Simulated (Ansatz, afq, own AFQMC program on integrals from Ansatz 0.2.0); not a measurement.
# Where AFQMC and coupled cluster stand for SiH$_{2}$Br, doublet

```xyz
4

Br   -2.0578    0.3699    0.0000
H    -0.6372    0.3699    0.0000
Si    1.1492    0.3699    0.0000
H     1.5457   -1.1096    0.0000
```

Connectivity, by distances: Br ··· SiH, 1 bridging H.

Basis cc-pVTZ. Noble-gas cores (and the filled d shells of Ga–Kr and In–Xe) are frozen. AFQMC by an in-house program on the Cholesky factors that Ansatz 0.2.0 writes for its CCSD(T) run. The CISD trial takes its coefficients from CCSD amplitudes. Released means that phaseless walkers are propagated on without the constraint, phases kept. ± is one standard error of the sampling. No spin–orbit coupling.

Determinant: UHF, the one that the program's search chose, which needn't be the lowest solution. The geometry is a point of a scan.

No full CI on the walks' own integrals is used here; CCSDT(Q) serves as the reference and is uncertain by about the last step of the cluster series.

Cautions: no relativity below Rb; no spin-orbit coupling; inner d shell frozen; an unrestricted solution with more broken spin lies lower (14 meV, ⟨S²⟩ 0.92).

The T1 diagnostic is 0.0161. The weight of the determinant in the CISD state is 0.846. The ⟨S²⟩ of the determinant is 0.787 and the size of the correlated space is 13 electrons in 86 orbitals.

```json
{"level": "MP2", "correlation energy (eV)": "-7.3201"}
{"level": "CCSD", "correlation energy (eV)": "-8.3957"}
{"level": "CCSD(T)", "correlation energy (eV)": "-8.7127"}
```

Q: Estimate where AFQMC with the constraint released lies against CCSD(T) on the same integrals.

A: 4.8 ± 1.0 kJ/mol below CCSD(T).

Reference: CCSDT(Q), correlation energy -8.763 eV. The released energy is read at 2.40 1/Eh (meV from the phaseless value at times in 1/Eh: -3 ± 6 at 0.24, -10 ± 6 at 0.51, -23 ± 5 at 0.99, -16 ± 8 at 1.62, -22 ± 10 at 2.40).

```tsv
level	E − E(reference) (kJ/mol)	share of correlation (%)
CCSD(T)	4.9	99.42
CCSDT	1.4	99.84
ph-AFQMC/CISD	2.3 ± 0.5	99.73
released AFQMC	0.1 ± 1.0	99.99
```

A walk keeps the symmetry of its determinant, which the program's search chose and which needn't be the lowest solution, so a lower state of the same spin and another symmetry isn't excluded. Released energies are given only where the last usable release times agree within the noise; a slower fall can still hide under it.
